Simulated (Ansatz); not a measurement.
**doublet [PH4]2+: levels of theory compared**

We compute a comparison of 5 runs (UHF/6-31G, U-r2SCAN/3-21G, U-revPBE/6-31G, UB3LYP/6-31G, FCI/3-21G) of doublet [PH4]2+. 

The calculation is run with Ansatz 0.2.0.

## (1) The system as given

The species is [PH4]2+ (5 atoms), meant as a doublet with charge +2. As SMILES of the parent species, `[PH4+]`. The shape is that of a GFN2-xTB optimisation. That shape belongs to the parent species and isn't relaxed for this state.

Bond lengths: P1–H2 1.375 Å, P1–H3 1.375 Å, P1–H4 1.375 Å, P1–H5 1.375 Å. Angles: H2–P1–H3 109.5°, H2–P1–H4 109.5°, H2–P1–H5 109.5°, H3–P1–H4 109.5°, H3–P1–H5 109.5°, H4–P1–H5 109.5°.

## (2) A single-point energy at UHF/6-31G (run 1)

Input file input.yaml:

```yaml
crystal:
  periodic: [false, false, false]
  atoms:
    - symbol: P
      position_ang: [-0.000020, -0.000000, 0.000050]
    - symbol: H
      position_ang: [1.357460, -0.061330, 0.210450]
    - symbol: H
      position_ang: [-0.617320, -1.016050, 0.691010]
    - symbol: H
      position_ang: [-0.261860, -0.133750, -1.343340]
    - symbol: H
      position_ang: [-0.478250, 1.211140, 0.441830]
basis:
  gaussian: {orbitals: 6-31G}
total_charge: 2
magnetization: {spin_polarized: true, initial_magnetization: 1}
hamiltonian: {xc: hf}
accuracy: high
```

Launch:

```console
$ ansatz run input.yaml --threads 1 --pin off --max-ram 2610MiB --events-out events.jsonl --progress --plain --runs-dir runs
```

Log:

```text
Warning: RAYON_NUM_THREADS=1 ignored (pool sized by the plan → 1); use --threads N
Functional definition: HF
  name "HF"
  exchange = exact_x
  correlation = 0
478 factors; integrals over basis functions are off by at most 3.8e-9 eV
mean field evaluation 1: about -9302.6276 eV, gradient 8.2e0 eV
mean field evaluation 2: about -9302.6314 eV, gradient 8.2e0 eV
mean field evaluation 4: about -9303.2373 eV, gradient 1.2e0 eV
mean field evaluation 8: about -9303.3666 eV, gradient 3.6e-1 eV
mean field evaluation 16: about -9303.4237 eV, gradient 1.1e-1 eV
mean field evaluation 32: about -9303.4233 eV, gradient 1.5e-6 eV
mean field evaluation 64: about -9303.4241 eV, gradient 2.9e-5 eV
mean field evaluation 96: about -9303.3586 eV, gradient 3.5e-2 eV
mean field evaluation 128: about -9303.3631 eV, gradient 5.4e-1 eV
mean field evaluation 160: about -9303.3942 eV, gradient 3.1e-1 eV
mean field evaluation 192: about -9303.3602 eV, gradient 6.8e-2 eV
mean field evaluation 224: about -9303.3564 eV, gradient 1.1e-1 eV
mean field evaluation 256: about -9303.3926 eV, gradient 2.2e-1 eV
mean field -9303.42414196 eV, -341.8945311295 hartree, gradient 6.9e-8 eV, S^2 0.756738; 5 other end points of the search recorded, 0 dependent functions left out
reference -9303.42414196 eV, -341.8945311295 hartree; 9, 8 occupied and 12, 13 virtual orbitals, 478 factors
Total energy: -9303.42414196 eV, -341.8945311295 hartree
```

Run time: 0.49 s. Hardware: 1 thread of AMD EPYC 7R43 (Zen 3), shared host.

## (3) A single-point energy at U-r2SCAN/3-21G (run 2)

Input file job.yaml:

```yaml
crystal:
  periodic: [false, false, false]
  atoms:
    - {symbol: P, position_ang: [-0.000020, -0.000000, 0.000050]}
    - {symbol: H, position_ang: [1.357460, -0.061330, 0.210450]}
    - {symbol: H, position_ang: [-0.617320, -1.016050, 0.691010]}
    - {symbol: H, position_ang: [-0.261860, -0.133750, -1.343340]}
    - {symbol: H, position_ang: [-0.478250, 1.211140, 0.441830]}
basis:
  gaussian: {orbitals: 3-21G.json}
total_charge: 2
magnetization: {spin_polarized: true, initial_magnetization: 1}
hamiltonian: {xc: {name: r2SCAN}}
accuracy: high
```

The basis set 3-21G is read from a file made from the Basis Set Exchange's data (not shown).

Launch:

```console
$ ansatz run job.yaml --threads 1 --pin off --max-ram 2610MiB --events-out events.jsonl --progress --plain --runs-dir runs
```

Log:

```text
Warning: RAYON_NUM_THREADS=1 ignored (pool sized by the plan → 1); use --threads N
Functional definition: r2SCAN
  name "r2SCAN"
  parameter k0 = 0.174
  parameter k1 = 0.065
  parameter a1 = 4.9479
  exchange = r2scan_x(k0 = k0, k1 = k1, a1 = a1)
  correlation = r2scan_c
423 factors; integrals over basis functions are off by at most 4.4e-9 eV
mean field evaluation 1: about -9271.6252 eV, gradient 1.5e1 eV
mean field evaluation 2: about -9271.3701 eV, gradient 1.6e1 eV
mean field evaluation 4: about -9273.0792 eV, gradient 4.2e0 eV
mean field evaluation 8: about -9273.2758 eV, gradient 4.0e-1 eV
mean field evaluation 16: about -9273.2430 eV, gradient 2.2e-3 eV
mean field evaluation 32: about -9273.1338 eV, gradient 1.5e-1 eV
mean field -9273.24295379 eV, -340.7853929221 hartree, gradient 3.3e-8 eV, S^2 0.753118; 4 other end points of the search recorded, 0 dependent functions left out
reference -9273.24295468 eV, -340.7853929545 hartree; 9, 8 occupied and 12, 13 virtual orbitals, 423 factors
Total energy: -9273.24295468 eV, -340.7853929545 hartree
```

Run time: 7.2 s. Hardware: 1 thread of AMD EPYC 7R43 (Zen 3), shared host; peak memory 0.2 GiB.

Runs 3 to 4 aren't shown in full; the table further down has their settings and results.

## (4) The energy at FCI/3-21G (run 5)

Edit job.yaml of step 3 so:

```diff
@@ -9,6 +9,11 @@
 basis:
-  gaussian: {orbitals: 3-21G.json}
+  gaussian:
+    orbitals: 3-21G.json
 total_charge: 2
-magnetization: {spin_polarized: true, initial_magnetization: 1}
-hamiltonian: {xc: {name: r2SCAN}}
+magnetization:
+  spin_polarized: true
+  initial_magnetization: 1
+correlation:
+  method: fci
+  frozen_orbitals: {H: 0, P: 5}
 accuracy: high
```

The basis set 3-21G is read from a file made from the Basis Set Exchange's data (not shown).

Launch:

```console
$ ansatz run job.yaml --threads 1 --pin off --max-ram 2610MiB --events-out events.jsonl --progress --plain --runs-dir runs
```

Log, cut to the lines that bear on the results:

```text
Warning: RAYON_NUM_THREADS=1 ignored (pool sized by the plan → 1); use --threads N
[... 2 set-up lines as earlier in the session ...]
[...]
423 factors; integrals over basis functions are off by at most 4.4e-9 eV
[...]
mean field -9257.10054856 eV, -340.1921704715 hartree, gradient 2.5e-8 eV, S^2 0.756877; 12 other end points of the search recorded, 0 dependent functions left out
determinant -9257.10054856 eV, -340.1921704715 hartree, with singles and doubles -9259.18819213 eV, -340.2688899575 hartree
determinant -9257.09967433 eV, -340.1921383440 hartree, with singles and doubles -9259.18744238 eV, -340.2688624050 hartree
determinant -9257.10054856 eV, -340.1921704715 hartree, with singles and doubles -9259.18827282 eV, -340.2688929230 hartree
determinant -9257.09967433 eV, -340.1921383440 hartree, with singles and doubles -9259.18752248 eV, -340.2688653485 hartree
5 core orbitals not correlated: weight in the atoms' cores, before any rotation towards them, 1.000 or more for the frozen orbitals, at most 0.000 for the correlated occupied ones
reference -9257.02486486 eV, -340.1893891468 hartree; 4, 3 occupied and 12, 13 virtual orbitals, 423 factors
state -9259.22515343 eV, -340.2702482604 hartree
Total energy: -9259.22515343 eV, -340.2702482604 hartree
```

Wall time 14 s (1 thread of AMD EPYC 7R43 (Zen 3), shared host); peak memory 0.33 GiB.

## (5) The series

| run | level | frozen core orbitals | energy (Eh) | ⟨S²⟩ | wall time |
| --- | --- | --- | --- | --- | --- |
| 1 | UHF/6-31G | – | -341.894531 | 0.757 | 0.49 s |
| 2 | U-r2SCAN/3-21G | – | -340.785393 | 0.753 | 7.2 s |
| 3 | U-revPBE/6-31G | – | -342.500985 | 0.751 | 3.3 s |
| 4 | UB3LYP/6-31G | – | -342.575028 | 0.754 | 2.8 s |
| 5 | FCI/3-21G | 5 | -340.270248 | – | 14 s |

## (6) Summary of results

```
                                          quantity          value
                               run 5: total energy  -340.27025 Eh
run 5: correlation energy (5 core orbitals frozen)      -80.9 mEh
```

In words: Totals of different functionals can't be ranked against each other. All runs together took 28 s, the longest 14 s.
